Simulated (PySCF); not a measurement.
# Towards the basis-set limit for CN

An exercise on one series of results from a longer session: the logs are not shown, and one member is left open.

The runs use PySCF 2.14.0; CCSD(T) on ROHF, no relativity in the base curves; scalar relativity is added as a correction.

Set-up of the first run:

```
molecule             : CN
state                : doublet, unpaired electrons σ ↑
smaller basis        : C cc-pVTZ, N cc-pVTZ
larger basis         : C cc-pVQZ, N cc-pVQZ
frozen core orbitals : 2
extrapolation        : correlation as n⁻³ (n = 3, 4), Hartree–Fock as (n+1)·exp(−9√n)
corrections          : core–valence correlation, scalar relativity
distances (Å)        : 1.0260, 1.0726, 1.1192, 1.1659, 1.2125, 1.2708, 1.3291
masses (u)           : 12.0000, 14.0031
dissociation limit   : C + N
```

On the command line:

```
$ OMP_NUM_THREADS=4 python comp.py task.json out
```

One table of the session follows, with a row left open; its other results are not shown here.

Parts of the energy along the bond, in eV from C + N:

```
 R (Å)  HF/CBS  CCSD corr.      (T)  core–valence  relativity
1.0260  -2.904      -3.014  -0.3008       -0.0863      0.0024
1.0726  -3.578      -3.199  -0.3464       -0.0706      0.0043
1.1192  -3.812      -3.396  -0.3951       -0.0570      0.0057
1.1659       ?           ?        ?             ?           ?
1.2125  -3.381      -3.813  -0.5007       -0.0348      0.0072
1.2708  -2.725      -4.076  -0.5712       -0.0236      0.0075
1.3291  -1.905      -4.330  -0.6446       -0.0140      0.0075
```

Estimate the missing values for R (Å) = 1.1659.

Worked estimate for «HF/CBS». A straight line through the neighbours (1.1192, -3.812) and (1.2125, -3.381) gives -3.812 + (-3.381 + 3.812) × (1.1659 − 1.1192) / (1.2125 − 1.1192) = -3.596; a parabola fitted to 4 rows on both sides gives -3.712.

**Answer.** HF/CBS: -3.718; CCSD corr.: -3.602; (T): -0.4468; core–valence: -0.0452; relativity: 0.0067. In «HF/CBS» the line misses by +0.122 and the parabola by +0.006.
